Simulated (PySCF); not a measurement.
Frontier orbitals and the lowest excitations

Compound: C4H5F.
Cartesian coordinates in Å at the PBE0-D3(BJ)/def2-SVP level; atoms count from 1:
```
atom  x, y, z in Å
F1     1.600   -0.594   -1.138
C2     0.648   -0.040   -0.383
C3     0.472   -0.094    1.082
C4    -0.626   -0.520    0.140
C5    -0.584    0.659   -0.800
H6     1.001   -0.907    1.591
H7     0.373    0.829    1.675
H8    -1.169   -1.460    0.067
H9    -0.811    1.674   -0.437
H10   -0.918    0.457   -1.824
```

Method used: TDDFT wB97X-D/def2-SVPD, vertical, gas phase, core orbitals frozen in the response in PySCF.

Kohn–Sham orbitals with the atoms that hold most of them (Löwdin shares over 4%, at most four atoms; ? is withheld):

```
orbital  ε (eV)                            atoms
 LUMO+2    3.13  C5 19%, C3 19%, H6 13%, H10 13%
 LUMO+1    2.98    H8 30%, C4 22%, F1 11%, C2 9%
   LUMO    2.54                                ?
   HOMO   -9.04    C4 30%, C2 23%, F1 12%, C5 9%
 HOMO-1  -10.78                                ?
 HOMO-2  -12.04   C4 27%, C5 16%, C3 16%, C2 14%
 HOMO-3  -12.61  C5 26%, C3 26%, H10 14%, H6 14%
```

Which atoms hold the HOMO-1, and with what shares?

C3 (bonded to 2 C and 2 H) 23%; C5 (bonded to 2 C and 2 H) 23%; C4 (bonded to 3 C and H) 17%; C2 (bonded to 3 C and F) 16%.

Which atoms hold the LUMO, and with what shares?

C5 (bonded to 2 C and 2 H) 18%; C3 (bonded to 2 C and 2 H) 18%; C4 (bonded to 3 C and H) 14%; C2 (bonded to 3 C and F) 10%.

How does S1 compare with the orbital gap of 11.57 eV?

S1 is at 7.30 eV (f = 0.025), 4.27 eV below the gap, made of HOMO→LUMO (94%). 

Give energy, strength and leading configuration of S1, S2, S7 and S8, and follow the Löwdin shares of the leading atoms from the occupied to the empty orbital.

- S1 (7.30 eV, f 0.025), HOMO→LUMO (94%): C4 30% → 14%, C2 23% → 10%, C5 9% → 18%, C3 at most 10% → 18%
- S2 (7.65 eV, f 0.0079), HOMO→LUMO+1 (92%): C4 30% → 22%, C2 23% → 9%, H8 at most 10% → 30%
- S7 (8.98 eV, f 0.0013), HOMO-1→LUMO (82%): C3 23% → 18%, C5 23% → 18%
- S8 (9.31 eV, f 0.066), HOMO-1→LUMO+1 (72%): C3 23% → at most 9%, C5 23% → at most 9%, H8 at most 16% → 30%, C4 17% → 22%
